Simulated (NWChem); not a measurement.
## Correlation energy of H₄Si

SMILES: [SiH4]
```xyz
5

Si     0.0000     0.0000     0.0000
H      1.2187     0.0000     0.8618
H     -1.2187     0.0000     0.8618
H      0.0000    -1.2187    -0.8618
H      0.0000     1.2187    -0.8618
```
Charge 0, spin multiplicity 1.

Everything below was run with NWChem. The geometry was optimised at PBE0/def2-SVP, a minimum by its harmonic frequencies.

Basis set: 3-21G. Each correlation energy counts from its own Hartree-Fock reference.

```csv
method,correlation energy (mHa),difference from CCSD(T)
MP2,-63.4,+24.3
SCS-MP2,-72.1,+15.6
CCSD,-86.8,+0.9
CCSD+T(CCSD),-87.8,0.0
CCSD(T),-87.7,0.0
CR-CCSD[T],-87.7,+0.1
CR-CCSD(T),-87.7,+0.1
CCSDT,-88.1,-0.3
```

The values span 24.6 mHa, from CCSDT (lowest) to MP2 (highest). 

The correlated methods keep 5 core orbitals frozen. The structure started from a generated list of species. Differences from the coupled-cluster row are differences between methods, not errors against experiment.
